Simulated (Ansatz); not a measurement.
Which method gave which barrier?

Saddle point of BNH₆S, singlet (BNH₄ ([BH2][NH2]) + H₂S → BH₃S ([BH2][SH]) + NH₃ (still joined by a long B–N bond); bonds formed: B1–S6, N2–H5; bonds broken: H5–S6; bonds weakened to dative contacts: B1–N2), PBE0-D4/def2-TZVP structure:

```
9
angstrom
B 0.0707 -0.5730 -0.5500
N 0.9736 0.4098 0.1911
H 0.0739 -0.4590 -1.7434
H -0.0416 -1.6698 -0.0795
H -0.4147 0.9774 0.3896
S -1.7612 0.4547 -0.0221
H 1.6241 0.9397 -0.3705
H 1.4323 0.0714 1.0245
H -1.9571 -0.1512 1.1604
```

Program: Ansatz 0.2.0. Basis: def2-TZVPP, with def2-QZVPP for the basis limit. Cores are frozen in the correlated methods. Extrapolation: Hartree–Fock as exp(−7.88 √X), correlation as X^−2.97. Four methods, as single points on the PBE0-D4 structures, gave these electronic barriers from the start structure: 70.4, 82.0, 95.5, 170.9 kJ/mol.

Question: The methods were, in alphabetical order, HF, MP2, PBE-D4, r2SCAN-D4. Which gave which? (A judgement: the text doesn't fix the answer.)

Answer: Computed: PBE-D4 70.4; r2SCAN-D4 82.0; MP2 95.5; HF 170.9 kJ/mol. For comparison, CCSD(T) at an estimated basis limit (MP2 extrapolated from triple and quadruple zeta, plus CCSD(T) − MP2 in triple zeta) gives 103.9 kJ/mol.

T1 diagnostic: at most 0.012.

Labels in which every atom is bracketed show which atoms are joined, not bond orders.

For scale, one of the runs: CCSD(T)/def2-TZVPP, 188 basis functions, launched by `ansatz run in.yaml --threads 2 --pin off --events-out ev --progress --plain --max-ram 4352MiB`. Time: 41 s of wall clock on 2 CPU threads of an Arm Neoverse V1; the host was shared. Peak host memory: 1.9 GiB.
